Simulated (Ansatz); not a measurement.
Zinc-blende MgS (metastable phase) was calculated with HSE06-D3(BJ) (PAW; Ansatz, a program for electronic structure).

Run with plane-wave cutoff 460 eV, 8×8×8 k mesh, Fermi–Dirac smearing 0.01 eV, scalar-relativistic PAW data made under PBE.

Cell (relaxed at this level):

```
MgS
1.0
    0.00000    -2.79458     2.79458
    2.79458    -2.79458     0.00000
    2.79458     0.00000     2.79458
Mg S
1 1
Direct
  0.00000   0.00000   0.00000
  0.25000   0.25000   0.25000
```

What does this level give for the bulk modulus, band gap, width of the whole s-p valence band and pressure derivative B′ of the bulk modulus?


- bulk modulus: 64.9 GPa
- band gap: 4.74 eV (on the SCF k mesh) (direct)
- width of the whole s-p valence band: 12.56 eV
- pressure derivative B′ of the bulk modulus: 4.0

Measured, for comparison: band gap 4.78 ± 0.1 eV (temperature not stated, extrapolated in composition from an alloy gap of 4.19 eV, direct; extrapolated from a Zn0.2Mg0.8S0.645Se0.355 epilayer; as tabulated in Lucero et al. (2012), arXiv:1111.4515).

Computed values are for the static lattice.
